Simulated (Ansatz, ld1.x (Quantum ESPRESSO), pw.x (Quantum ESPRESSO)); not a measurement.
indium (In): one change to the RRKJ potential, in the atom and in the sc crystal

* Element: indium
* Generator: ld1.x (Quantum ESPRESSO) 7.5
* Type: norm-conserving RRKJ (Kleinman–Bylander form)
* Functional: PBEsol
* Relativity: scalar-relativistic
* Frozen core: [Kr] 4d10
* Valence charge: 3
* Reference configuration: 5s2 5p1
* Partial waves: 5s (bound): rc 2.30 bohr; 5d channel at 0.5 Ry: rc 3.00 bohr; 5p (bound): rc 2.90 bohr
* Local potential: the p channel
* Core correction: none
* rho0: 0.005

Change: wave 5p (bound): rc 2.90 bohr becomes 5p (bound): rc 3.30 bohr.

Cutoffs, loose and tight: the cutoffs (Ry, on a coarse ladder) from which the occupation-weighted sum of valence levels, in a spherical-Bessel basis at the reference potential, stays within 10 and 1 mRy of its value at 400 Ry. They do not see the model core or the augmentation charge, which bear on the density cutoff. Test errors are all-electron minus pseudo excitation energies from the reference, over the configurations 5s2 5p0; 5s1 5p0; 5s2 5p0.5; 5s2 5p1.3; 5s1 5p2; 5s0 5p3; 5s1 5p1; variants that change the core or the reference have their own tests.

Crystal test: sc In in pw.x 7.5, no spin, 11³ k-points, Fermi–Dirac smearing 0.01 Ry, cutoffs set for each file from its atomic test. The reference is all-electron LAPW (Ansatz 0.2.0) with the same functional, mesh and smearing; V0 and B0 come from Birch–Murnaghan fits to the pressures at five volumes. Errors are pseudo minus all-electron; Δ is the rms difference of the E(V) curves that follow from these fits, minima aligned, over ±6 % about the mean V0. Mesh and smearing are coarse, so the numbers serve the comparison and aren't converged zero-temperature values; the lattice is a test structure that the element need not adopt.

All-electron: a0 = 3.017 Å (V0 = 27.46 Å³/atom), B0 = 38.3 GPa.

Does the change bring the crystal closer to the all-electron result?

The mean pressure error goes from -0.59 to -0.98 GPa, so the change moves the solid further from the all-electron pressures. The B0 error goes the other way, from -3.1 to +0.5 %.

```tsv
quantity	base	changed
outcome (atom)	generated	generated
cutoff, loose (atom)	21 Ry	21 Ry
cutoff, tight (atom)	30 Ry	30 Ry
bound ghosts (atom)	none	none
largest test error (meV) (atom)	+84	+176
cutoffs in pw.x (Ry)	40/160	40/160
a0 (Å)	3.001	2.990
a0 error (%)	-0.55	-0.90
B0 error (%)	-3.1	+0.5
Δ (meV/atom)	3.8	6.3
mean pressure error (GPa)	-0.59	-0.98
```

Base: The largest radius (3.00 bohr) exceeds half the bond length (2.85 bohr), so the spheres overlap, which is one possible source of error among others. This is a poor potential for the solid. Changed file: The largest radius (3.30 bohr) exceeds half the bond length (2.85 bohr), so the spheres overlap, which is one possible source of error among others. This is a poor potential for the solid. The logarithmic derivative shows an extra or strongly shifted pseudo pole above the reference energy (s near 0.33 Ry). The atomic cutoffs weigh occupied waves only.
